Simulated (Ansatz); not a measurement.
A nudged elastic band was laid between two geometries of C2H3FO (7 atoms, charge 0, multiplicity 1).

These are results of RKS PBE/def2-SVP in Ansatz 0.2.0, not measurements.

```yaml
movable_images: 5
climbing_image: yes
spring: 5.0 eV/Å²
optimiser: quadratic models (default)
start_path: through a guess of the saddle point
force_threshold: 0.05 eV/Å
iteration_limit: 60
end_points: relaxed
```

Initial state:

```xyz
7
Properties=species:S:1:pos:R:3
O -0.968 1.163 -0.182
C 0.076 0.501 0.377
C 0.504 -0.722 0.007
F -0.138 -1.377 -1.002
H -1.331 0.582 -0.882
H 0.571 1.054 1.189
H 1.348 -1.270 0.447
```

Final state:

```xyz
7
Properties=species:S:1:pos:R:3
O -1.097 0.758 -0.553
C -0.026 0.333 0.176
C 0.570 -0.860 -0.018
F 0.158 -1.736 -0.953
H -1.353 1.641 -0.239
H 0.376 0.992 0.964
H 1.434 -1.195 0.576
```

(1) What changes between the two ends?

(2) Give the energies along the band, and the barrier.

(3) What is the geometry of the highest image?

(4) What are the harmonic wavenumbers there?

## Answers

(1) No bond is made or broken. The dihedral H5–O1–C2–C3 goes from 0 to -180°.

(2) The forces met the threshold. The highest image is number 3 of 0 to 6, 0.294 eV above the first end and 0.122 eV above the last; the last end lies 0.171 eV above the first. A vibrational analysis at the climbing image gives one clearly imaginary mode, 397i cm⁻¹: a first-order saddle point.

```json
{"image": "0", "path coordinate (Å)": "0.00", "energy (eV)": "0.000", "dihedral H5–O1–C2–C3 (°)": "0"}
{"image": "1", "path coordinate (Å)": "0.35", "energy (eV)": "0.073", "dihedral H5–O1–C2–C3 (°)": "25"}
{"image": "2", "path coordinate (Å)": "0.71", "energy (eV)": "0.224", "dihedral H5–O1–C2–C3 (°)": "58"}
{"image": "3", "path coordinate (Å)": "1.06", "energy (eV)": "0.294", "dihedral H5–O1–C2–C3 (°)": "92"}
{"image": "4", "path coordinate (Å)": "1.41", "energy (eV)": "0.252", "dihedral H5–O1–C2–C3 (°)": "122"}
{"image": "5", "path coordinate (Å)": "1.75", "energy (eV)": "0.193", "dihedral H5–O1–C2–C3 (°)": "150"}
{"image": "6", "path coordinate (Å)": "2.10", "energy (eV)": "0.171", "dihedral H5–O1–C2–C3 (°)": "-180"}
```

(3) 
```xyz
7
Properties=species:S:1:pos:R:3
O -0.782 1.133 -0.586
C 0.074 0.450 0.240
C 0.554 -0.778 -0.030
F 0.176 -1.490 -1.102
H -1.701 0.937 -0.323
H 0.446 0.968 1.146
H 1.294 -1.288 0.609
```

(4) 397i, 230, 478, 753, 760, 842, 1009, 1111, 1184, 1256, 1363, 1713, 3050, 3128, 3689 cm⁻¹.

Time of the run: 58 s on 1 CPU thread of a shared host.
